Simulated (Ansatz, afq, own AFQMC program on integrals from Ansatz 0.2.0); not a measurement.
## CO, triplet: AFQMC among the cluster methods

| atom | x (Å) | y (Å) | z (Å) |
| --- | --- | --- | --- |
| O | 0.0000 | 0.0000 | 0.0000 |
| C | 0.0000 | 0.0000 | 1.1955 |

Basis 6-31G. Only valence electrons are correlated. Ansatz 0.2.0 and our own AFQMC program on the same integrals; the CISD trial comes from CCSD amplitudes, and released means the phaseless constraint is let go. Error bars are statistical, one sigma.

Determinant: UHF, the one that the program's search chose, which needn't be the lowest solution. The geometry is a PBE0/def2-TZVP stationary point of this or a neighbouring charge and spin state.

Full CI on the same integrals is exact in this basis and with this determinant's frozen core.

Cautions: lower spins were not checked; strong correlation (T1 0.061, weight of the determinant 0.84, largest double 0.13); unrestricted determinant spin contaminated (⟨S²⟩ 2.28 against 2.00).

* T1 diagnostic: 0.0612
* weight of the determinant in the CISD state: 0.843
* ⟨S²⟩ of the determinant: 2.282
* size of the correlated space: 10 electrons in 16 orbitals

| level | correlation energy (eV) |
| --- | --- |
| MP2 | -4.2221 |
| CCSD | -4.9000 |
| CCSD(T) | -5.0226 |

(1) Estimate where phaseless AFQMC with the Hartree–Fock trial lies against CCSD(T) on the same integrals.

(1) 5.58 ± 0.90 mEh below CCSD(T).

Reference: full CI, correlation energy -5.084 eV. The released energy is read at 2.40 1/Eh (meV from the phaseless value at times in 1/Eh: -17 ± 5 at 0.24, -29 ± 5 at 0.51, -42 ± 4 at 0.99, -30 ± 7 at 1.62, -39 ± 9 at 2.40).

```tsv
level	E − E(reference) (mEh)	share of correlation (%)
CCSD(T)	2.24	98.80
ph-AFQMC/HF	-3.33 ± 0.90	101.78
ph-AFQMC/CISD	1.48 ± 0.18	99.21
released AFQMC	0.04 ± 0.32	99.98
```

Released energies are given only where the last usable release times agree within the noise; a slower fall can still hide under it.
